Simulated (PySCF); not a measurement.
A structure optimised at PBE0-D3(BJ)/def2-TZVP (Å):
```
atom  x, y, z in Å
C1    -0.6195   -0.0008   -0.0270
C2     0.5168   -0.0261   -0.3875
F3     1.7278   -0.0605   -0.7677
H4    -1.6328    0.0272    0.2913
```

Neutral, closed shell.

(1) Which heavy atoms are bonded, and with what formal order?

(2) Give the structure as a SMILES string.

(3) What is the point group of this geometry?

(4) Describe the place of each heavy atom.

(5) What is the arrangement about C2?

(6) What is the arrangement about C1?

Answers

(1) C1–C2 1.19 Å (triple); C2–F3 1.27 Å (single). Bonds to hydrogen (Å): C1–H4 1.06.

(2) `C#CF`, C2HF, fluoroacetylene. Among its features: alkyne and C–F bond.

(3) C∞v (every atom within 0.08 Å of its image).

(4) C1: terminal alkyne carbon; C2: alkyne carbon; F3: fluorine bonded to C.

(5) It has 2 neighbours (C1, F3) and is linear (angle 179.6°).

(6) It has 2 neighbours (C2, H4) and is linear (angle 179.7°).

The numbers are calculated, not measured.
